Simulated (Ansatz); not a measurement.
# Cobalt, hcp: convergence with Gaussian smearing

Computed with Ansatz, LDA, scalar-relativistic PAW, on the relaxed cell (a = 2.427 Å, c = 3.923 Å (c/a = 1.616); ferromagnetic, net 1.51 μB per atom). Errors count from a run at 420 eV on a Γ-centred 24×24×13 mesh with Fermi-Dirac smearing of 0.05 eV, extrapolated to zero width. Fixed here: cutoff 420 eV, mesh 15×15×8.

| width (eV) | E(σ→0) error (meV/atom) | F error (meV/atom) | P (GPa) | sphere moment (μB) | SCF iterations |
| --- | --- | --- | --- | --- | --- |
| 0.01 | 0.8 | 0.8 | 0.47 | 1.58 | 13 |
| 0.03 | 0.8 | 0.6 | 0.39 | 1.58 | 13 |
| 0.2 | 1.7 | -7.6 | 0.11 | 1.55 | 14 |
| 0.3 | 4.3 | -20.2 | -0.37 | 1.50 | 17 |
| 0.6 | 27.3 | -109.9 | -3.06 | 1.13 | 15 |
| 1.0 | 45.8 | -393.5 | -3.09 | 0.00 | 24 |

Problem. What does the run at 0.1 give (width)?

Solution. E(σ→0) error (meV/atom): 0.9; F error (meV/atom): -1.1; P (GPa): 0.19; sphere moment (μB): 1.57; SCF iterations: 12.
